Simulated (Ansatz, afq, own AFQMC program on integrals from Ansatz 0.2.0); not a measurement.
Atomization energy of Al2H, quartet

```yaml
atoms:
  - { symbol: Al, position_ang: [0.0000, 0.0000, 0.2591] }
  - { symbol: Al, position_ang: [0.0000, 0.0000, -2.1014] }
  - { symbol: H, position_ang: [0.0000, 0.0000, 1.8423] }
```

Connectivity, by distances: AlH–Al.

Atoms in their ground-state spins without spin–orbit coupling (mostly on UHF) minus the molecule (UHF), without zero-point energy. The geometry is a stationary point, not shown to be a minimum.

Basis cc-pVDZ. Noble-gas cores (and the filled d shells of Ga–Kr and In–Xe) are frozen. Ansatz 0.2.0 and our own AFQMC program on the same integrals; the CISD trial comes from CCSD amplitudes, and released means the phaseless constraint is let go. Free AFQMC starts from the CCSD state and is never constrained. Its projection time is finite, and what remains of the start isn't in its error. Error bars are statistical, one sigma. The errors of all members are added in quadrature.

No full CI on the walks' own integrals is used here; CCSDT(Q) serves as the reference and is uncertain by about the last step of the cluster series. Each member takes its own surest rung, up to full CI.

Errors are counted within cc-pVDZ, not against nature.

Cautions: Al₂H (quartet): another spin lies lower.

```csv
level,atomization energy (eV)
CCSD,3.012
HF,2.551
```

**Question.** From these cheaper values, estimate the atomization energy at the reference level in cc-pVDZ.

**Answer.** 3.142 eV (CCSDT(Q) in cc-pVDZ).

```
         level  atomization energy (eV)  error against CCSDT(Q) (eV)
           MP2                    3.196                        0.053
       CCSD(T)                    3.110                       -0.032
   ph-AFQMC/HF            3.192 ± 0.038                0.049 ± 0.038
 ph-AFQMC/CISD            3.138 ± 0.008               -0.005 ± 0.008
released AFQMC            3.142 ± 0.007               -0.001 ± 0.007
    free AFQMC            3.137 ± 0.010               -0.006 ± 0.010
```

Correlation beyond CCSD(T) adds 0.032 eV. The perturbative (T) step is worth +0.099 eV.

Free projections are given only where their last times agree within the noise and don't stop above the reference; a slow remainder of the start can still hide under it. A walk keeps the symmetry of its determinant, which the program's search chose and which needn't be the lowest solution, so a lower state of the same spin and another symmetry isn't excluded. Released energies are given only where the last usable release times agree within the noise; a slower fall can still hide under it.
